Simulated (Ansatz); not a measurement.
Energy needed to pull apart C2HO (SMILES [C]#CO), doublet, into free ground-state atoms, from the structure below (displaced at random from a GFN2-xTB minimum); no zero-point or spin–orbit terms; open-shell atoms are treated unrestricted, in their ground-state multiplicity.

```
atom    x (Å)    y (Å)    z (Å)
  C1   1.2440  -0.5719   0.8386
  C2   0.2268  -0.4018   0.1643
  O3  -0.4644   0.2581  -0.5735
  H4  -1.2243   0.8261  -0.3114
```

Program: Ansatz 0.2.0. Basis: def2-TZVPP. Cores are frozen in the correlated methods; orbitals are unrestricted. B3LYP uses VWN-RPA correlation.

```csv
method,atomization energy (eV)
PBE-D4,16.54
r2SCAN-D4,15.67
PBE0-D4,15.67
B3LYP-D4,15.48
BHLYP-D4,?
wB97M-V,?
HF,9.42
MP2,15.16
CCSD,14.20
CCSD(T),14.66
```

(1) What does wB97M-V give? (To be estimated.)

(2) What does BHLYP-D4 give? (To be estimated.)

The T1 diagnostic stays at or below 0.041. ⟨S²⟩ of the unrestricted Hartree–Fock references: 0.83 (a pure state has 0.75). The unrestricted reference is spin-contaminated, which hurts MP2 most.

Results:

(1) By the calculation: 15.45 eV, which is about 0.79 eV more than CCSD(T)/def2-TZVPP.

(2) Computed: 14.37 eV, which is about 0.29 eV less than CCSD(T)/def2-TZVPP.

In triple zeta the MP2 and coupled-cluster atomization energies are still short of their basis limit by a few kcal/mol a bond, whereas those of the functionals are nearly converged, so these differences are not deviations from converged CCSD(T).

For scale, one of the runs: CCSD(T)/def2-TZVPP forces, 107 basis functions (an equivalent command: `ansatz run in.yaml --threads 4`). The run took 32 s on 4 CPU threads (shared host), with 1.4 GiB of host memory at its peak.
